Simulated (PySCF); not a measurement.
Gas-phase reaction: CH2F + 3 C3H5 (allyl) → C2HF + 2 C4H8 (isobutene)

Method: PySCF energies plus ideal-gas RRHO corrections (1 bar). † marks an energy on the PBE0/def2-TZVP geometry and frequencies; other levels use their own. MP2 freezes the core. 6-31G* has spherical d functions here. Open shells (unrestricted): CH2F (multiplicity 2), C3H5 (allyl) (multiplicity 2); the rest are closed-shell singlets. CH2F: computed as isolated molecules; such fragments, hydroxides, amides, oligomers or adducts are transient or little studied in the gas. MP2 isn't extrapolated to the basis-set limit. Warning, spin contamination: C3H5 (allyl) (HF/6-31G*, HF/def2-TZVP†, MP2/def2-TZVPP†).

LDA/def2-TZVP† gives ΔH°(298 K) = -470 kJ.

What do MP2/def2-TZVPP†, HF/def2-TZVP†, HF/6-31G* give?

MP2/def2-TZVPP†: -510 kJ; HF/def2-TZVP†: -113 kJ; HF/6-31G*: -109 kJ. For scale, ΔH°(298 K) is -470 kJ at this level, -399 kJ at ωB97M-V/def2-TZVP†, and runs from -629 to -109 kJ over the 19 levels computed.
